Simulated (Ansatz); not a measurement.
# AlH4N: the cost of one run

Program: Ansatz 0.2.0. Level of theory: RKS B3LYP/def2-SVPD. These are calculated values, not measurements.

## 1. The system as given

Bond lengths: Al1–N2 1.920 Å, N2–H3 1.060 Å, N2–H4 1.060 Å, Al1–H5 1.560 Å, Al1–H6 1.560 Å. Angles: Al1–N2–H3 120.0°, Al1–N2–H4 120.0°, H3–N2–H4 120.0°, N2–Al1–H5 120.0°, N2–Al1–H6 120.0°, H5–Al1–H6 120.0°.

Coordinates:

```xyz
6

Al    0.0000    0.0000    0.0000
N     0.0000    0.0000    1.9200
H    -0.8770   -0.2713    2.4500
H     0.8770    0.2713    2.4500
H     1.3510    0.0000   -0.7800
H    -1.3510    0.0000   -0.7800
```

## 2. Preparing the start

Contents of input.yaml:

```yaml
crystal:
  periodic: [false, false, false]
  atoms:
    - { symbol: Al, position_ang: [0.0, 0.0, 0.0] }
    - { symbol: "N", position_ang: [0.0, 0.0, 1.92] }
    - { symbol: H, position_ang: [-0.877, -0.2713, 2.45] }
    - { symbol: H, position_ang: [0.877, 0.2713, 2.45] }
    - { symbol: H, position_ang: [1.351, 0.0, -0.78] }
    - { symbol: H, position_ang: [-1.351, 0.0, -0.78] }
basis:
  gaussian: { orbitals: def2-SVPD }
hamiltonian:
  xc: b3lyp
relax:
  f_tol: 0.02
  max_steps: 40
output:
  orbitals: {}
```

Launch:

```sh
ansatz run input.yaml --threads 1 --pin off --max-ram 2048MiB --backend cpu --events-out ev --progress --plain --runs-dir out
```

Q: Estimate wall time and peak memory on 1 thread of Intel Xeon Platinum 8259CL at 2.50GHz (Skylake/Cascade Lake), shared host.

About 21 s, with a peak of 0.14 GiB.
